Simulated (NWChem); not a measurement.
System: CS; SMILES [S+]#[C-]

```xyz
2

C      0.0000     0.0000    -1.1104
S      0.0000     0.0000     0.4189
```
Atoms are numbered in this order, from 1.

Coordinates come from a PBE0-D3(BJ)/def2-TZVP optimisation.

Q: List the 4 lowest vertical singlet excitations from PBE0/def2-SVP, full TDDFT (NWChem).

A: 
| state | energy (eV) | oscillator strength | leading excitation (squared amplitude) |
|---|---|---|---|
| S1 | 4.93 | 0.012 | HOMO → LUMO (1.00) |
| S2 | 4.93 | 0.012 | HOMO → LUMO+1 (1.00) |
| S3 | 5.61 | 0.000 | HOMO−2 → LUMO+1 (0.50) |
| S4 | 6.01 | 0.000 | HOMO−2 → LUMO+1 (0.50) |
